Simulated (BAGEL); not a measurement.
# One shape, several levels: S2O (Disulfur monoxide)

We compute a comparison of 6 runs (HF/STO-3G, HF/3-21G, HF/6-31G, HF/def2-SVP, B3LYP/6-31G*, RI-MP2/6-311+G**) of S2O (Disulfur monoxide). 

The calculation is run with BAGEL 1.2.2.

2 further runs of the same task are left out: 2 set aside as unsound or not needed.

**1. The system as given**

S2O: 3 atoms, total charge 0, spin state singlet. As SMILES, `O=S=S`. The shape is that of a GFN2-xTB optimisation.

Bond lengths: O1–S2 1.448 Å, S2–S3 1.909 Å. Angles: O1–S2–S3 114.6°.

**2. The energy at HF/STO-3G (run 1)**

File input.json:

```json
{ "bagel" : [

{
  "title" : "molecule",
  "basis" : "sto-3g",
  "df_basis" : "qzvpp-jkfit",
  "angstrom" : true,
  "geometry" : [
    { "atom" : "O", "xyz" : [    0.431370,    1.195520,    0.483120 ] },
    { "atom" : "S", "xyz" : [    0.559470,   -0.210460,    0.159300 ] },
    { "atom" : "S", "xyz" : [   -0.990830,   -0.985060,   -0.642420 ] }
  ]
},
{ "title" : "hf", "df" : false },
{ "title" : "print", "file" : "orbitals.molden", "orbitals" : true }

]}
```

On the command line:

```
$ BAGEL_NUM_THREADS=1 BAGEL input.json > input.out
```

The log of the run:

```text
* using 1 threads per process

  ===============================================================
  ===============================================================

  *** Geometry ***

  { "atom" : "O", "xyz" : [      0.815171,      2.259205,      0.912964 ] },
  { "atom" : "S", "xyz" : [      1.057245,     -0.397712,      0.301033 ] },
  { "atom" : "S", "xyz" : [     -1.872397,     -1.861494,     -1.213998 ] },

  Number of auxiliary basis functions:      333

  Since a DF basis is specified, we compute 2- and 3-index integrals:
    o Being stored without compression. Storage requirement is 0.001 GB

  Number of basis functions:       23
  Number of electrons      :       40

    * METHOD: MOLECULE                             0.08

  *** RHF ***

  === Nuclear Repulsion ===
   141.5896580253

      * DIIS with orbital gradients will be used.

  === RHF iteration (sto-3g) ===
      0       -859.83635147          0.03039486           0.02
      1       -859.96862410          0.01589788           0.02
      2       -860.00069437          0.00432837           0.02
      3       -860.00415264          0.00267857           0.02
      4       -860.00561147          0.00039304           0.02
      5       -860.00574809          0.00023103           0.02
      6       -860.00580445          0.00010652           0.01
      7       -860.00581442          0.00002151           0.01
      8       -860.00581467          0.00000797           0.01
      9       -860.00581470          0.00000365           0.01
     10       -860.00581471          0.00000102           0.01
     11       -860.00581471          0.00000057           0.01
     12       -860.00581471          0.00000012           0.01
     13       -860.00581471          0.00000004           0.01
     14       -860.00581471          0.00000001           0.01
    * SCF iteration converged.

    * Permanent dipole moment:
           (   -0.537749,     0.268685,    -0.135498) a.u.

    * METHOD: HF                                   0.26

    * METHOD: PRINT                                0.00

  ===============================================================
```

It took 0.58 s on 1 thread of Intel Xeon Platinum 8488C (Sapphire Rapids), shared host.

**3. A single-point energy at HF/3-21G (run 2)**

File job.json:

```json
{ "bagel": [

{
  "title": "molecule",
  "basis": "3-21g",
  "df_basis": "qzvpp-jkfit",
  "angstrom": true,
  "geometry": [
    { "atom": "O", "xyz": [       0.431370,       1.195520,       0.483120 ] },
    { "atom": "S", "xyz": [       0.559470,      -0.210460,       0.159300 ] },
    { "atom": "S", "xyz": [      -0.990830,      -0.985060,      -0.642420 ] }
  ]
},

{ "title": "hf", "df": false },

{ "title": "print", "file": "orbitals.molden", "orbitals": true }

]}
```

On the command line:

```
$ BAGEL_NUM_THREADS=1 BAGEL job.json > job.out
```

The log of the run:

```text
* using 1 threads per process

  ===============================================================
  ===============================================================

  *** Geometry ***

  { "atom" : "O", "xyz" : [      0.815171,      2.259205,      0.912964 ] },
  { "atom" : "S", "xyz" : [      1.057245,     -0.397712,      0.301033 ] },
  { "atom" : "S", "xyz" : [     -1.872397,     -1.861494,     -1.213998 ] },

  Number of auxiliary basis functions:      333

  Since a DF basis is specified, we compute 2- and 3-index integrals:
    o Being stored without compression. Storage requirement is 0.003 GB

  Number of basis functions:       35
  Number of electrons      :       40

    * METHOD: MOLECULE                             0.07

  *** RHF ***

  === Nuclear Repulsion ===
   141.5896580253

      * DIIS with orbital gradients will be used.

  === RHF iteration (3-21g) ===
      0       -864.60655696          0.04937013           0.03
      1       -864.96739666          0.05756505           0.02
      2       -865.36182306          0.01040122           0.02
      3       -865.38503475          0.00306013           0.02
      4       -865.38811509          0.00111434           0.02
      5       -865.38873579          0.00038630           0.02
[... 13 lines of this table left out ...]
     19       -865.38884692          0.00000001           0.02
     20       -865.38884692          0.00000001           0.02
    * SCF iteration converged.

    * Permanent dipole moment:
           (   -0.735434,     0.475419,    -0.156661) a.u.

    * METHOD: HF                                   0.44

    * METHOD: PRINT                                0.00

  ===============================================================
```

Wall time 0.72 s (1 thread of Intel Xeon Platinum 8488C (Sapphire Rapids), shared host).

Runs 3 to 5 aren't shown in full; the table further down has their settings and results.

**4. Energy and forces at RI-MP2/6-311+G(d,p) (density fitting with qzvpp-jkfit, cc-pv5z-ri for correlation) (run 6)**

File input.json:

```json
{ "bagel" : [

{
  "title" : "molecule",
  "basis" : "6-311+gss.json",
  "df_basis" : "qzvpp-jkfit",
  "geometry" : [
    { "atom" : "O", "xyz" : [  0.81517116,  2.25920538,  0.91296449 ] },
    { "atom" : "S", "xyz" : [  1.05724507, -0.39771176,  0.30103337 ] },
    { "atom" : "S", "xyz" : [ -1.87239734, -1.86149362, -1.21399786 ] }
  ]
},
{
  "title" : "force",
  "method" : [
    {
      "title" : "mp2",
      "ncore" : 11,
      "aux_basis" : "cc-pv5z-ri"
    }
  ]
}

]}
```

The basis set 6-311+G** is read from a file made from the Basis Set Exchange's data (not shown).

On the command line:

```
$ BAGEL_NUM_THREADS=1 BAGEL input.json > input.out
```

The log of the run:

```text
* using 1 threads per process

  ===============================================================
  ===============================================================

  *** Geometry ***

  { "atom" : "O", "xyz" : [      0.815171,      2.259205,      0.912964 ] },
  { "atom" : "S", "xyz" : [      1.057245,     -0.397712,      0.301033 ] },
  { "atom" : "S", "xyz" : [     -1.872397,     -1.861494,     -1.213998 ] },

  Number of auxiliary basis functions:      333

[... 23 lines left out ...]
    * SCF iteration converged.
[... 1 line left out ...]
    * Permanent dipole moment:
[... 13 lines left out ...]
      MP2 correlation energy:   -0.4857568026
[... 1 line left out ...]
    * Permanent dipole moment: MP2 unrelaxed
[... 10 lines left out ...]
    * Permanent dipole moment: MP2 relaxed
           (   -0.263504,     0.582896,     0.053341) a.u.

  * Nuclear energy gradient

    o Atom   0
        x         -0.0027459821
        y         -0.0511688949
        z         -0.0146338263
    o Atom   1
        x          0.0005992270
        y          0.0433778751
        z          0.0117409047
    o Atom   2
        x          0.0021467552
        y          0.0077910199
        z          0.0028929216

    * METHOD: FORCE                                3.55

  ===============================================================
```

It took 3.9 s on 1 thread of Intel Xeon Platinum 8488C (Sapphire Rapids), shared host; peak memory 0.22 GiB.

**5. Overview of the runs**

| run | level | integral approximation | task | energy (Eh) | dipole moment (D) | HOMO energy (eV) | LUMO energy (eV) | wall time |
| --- | --- | --- | --- | --- | --- | --- | --- | --- |
| 1 | HF/STO-3G | none | energy | -860.005815 | 1.57 | -5.91 | 3.42 | 0.58 s |
| 2 | HF/3-21G | none | energy | -865.388847 | 2.26 | -10.85 | -1.23 | 0.72 s |
| 3 | HF/6-31G | none | energy | -869.607629 | 2.32 | -11.10 | -1.60 | 2.5 s |
| 4 | HF/def2-SVP | none | energy | -869.523961 | 2.13 | -10.91 | -0.74 | 1.8 s |
| 5 | B3LYP/6-31G* (density fitting with qzvpp-jkfit, spherical functions) | qzvpp-jkfit | energy | -871.545842 | 1.56 | -7.70 | -4.13 | 1.8 s |
| 6 | RI-MP2/6-311+G** (density fitting with qzvpp-jkfit, cc-pv5z-ri for correlation) | qzvpp-jkfit | gradient | -870.358206 | 1.63 | – | – | 3.9 s |

**6. What came out**

| quantity | value |
| --- | --- |
| run 6: total energy | -870.35821 Eh |
| run 6: dipole moment (of the density that the program reports) | 1.63 D |
| run 6: correlation energy (11 core orbitals frozen) | -485.8 mEh |
| run 6: largest force on an atom | 2.740 eV/Å |

What this shows: The dipole moment (its size) runs from 1.56 D (B3LYP/6-31G*) to 2.32 D (HF/6-31G). The two ends differ in method and basis. Over runs 1, 2, 3, 4, 5 the HOMO–LUMO gap runs from 3.57 eV (B3LYP/6-31G*) to 10.17 eV (HF/def2-SVP). In run 1 the basis is minimal, so the values are rough. All runs together took 11 s, the longest 3.9 s.
